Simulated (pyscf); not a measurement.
## Four-centre exchange: Cl–InH–Cl + hydrogen (H₂) → Cl–InH–Cl + hydrogen (H₂)

Gas phase, singlet surface, charge 0. Bonds broken: In2–H4, H5–H6. Bonds formed: In2–H5, H4–H6. Structures and frequencies: ωB97X-D3(BJ)/def2-SVP in PySCF.

Transition state (Å):

```xyz
6

Cl     0.3376     0.3688     2.0910
In    -0.9257    -0.3295     0.2876
Cl    -1.7562    -2.4547    -0.0733
H     -2.1762     1.0383    -0.2848
H     -0.3413     0.5041    -1.3632
H     -1.3105     0.9420    -0.9966
```

One imaginary mode, 1948i cm⁻¹; descent along it reached the two sides named.

| bond | change | reactant side (Å) | saddle | product side |
|---|---|---|---|---|
| In2–H4 | breaks | 1.698 | 1.940 | 2.7 |
| H5–H6 | breaks | 0.763 | 1.125 | 3.0 |
| In2–H5 | forms | 2.6 | 1.939 | 1.697 |
| H4–H6 | forms | 3.0 | 1.125 | 0.763 |

Electronic energies relative to the separated reactants (kcal/mol):

| level | barrier | reaction energy | reverse barrier |
|---|---|---|---|
| ωB97X-D3(BJ)/def2-TZVP | 47.5 | 0.0 | 47.5 |
| PBE/def2-TZVP | 43.7 | 0.0 | 43.7 |
| r²SCAN/def2-TZVP | 44.7 | 0.0 | 44.7 |
| B3LYP-D3(BJ)/def2-TZVP | 47.8 | 0.0 | 47.8 |
| PBE0-D3(BJ)/def2-TZVP | 44.4 | 0.0 | 44.4 |
| M06-2X/def2-TZVP | 47.7 | 0.0 | 47.7 |
| ωB97M-D3(BJ)/def2-TZVP | 48.2 | 0.0 | 48.2 |
| HF/def2-TZVP | 58.3 | 0.0 | 58.3 |

With ωB97M-D3(BJ)/def2-TZVP energies and thermal terms (ideal gas, 1 atm, RRHO with modes under 100 cm⁻¹ raised to 100, one conformer, R ln 2 for chiral ones without a mode under 150 cm⁻¹), in kcal/mol:

```csv
T (K),ΔH‡,ΔG‡,ΔH,ΔG
298,48.3,57.0,0.0,0.0
600,47.5,66.1,0.0,0.0
900,47.3,75.5,0.0,0.0
1200,47.6,84.9,0.0,0.0
```

At the saddle there is also a short H–In contact that neither side keeps. The same reactants have a lower exit, to HCl + Cl–InH₂ (barrier +30.9 kcal/mol at ωB97M-D3(BJ)/def2-TZVP, against +48.2 kcal/mol here). This is the saddle that the search found; another between the same sides may lie lower. Elements past Kr carry the def2 core potentials, without spin-orbit coupling.
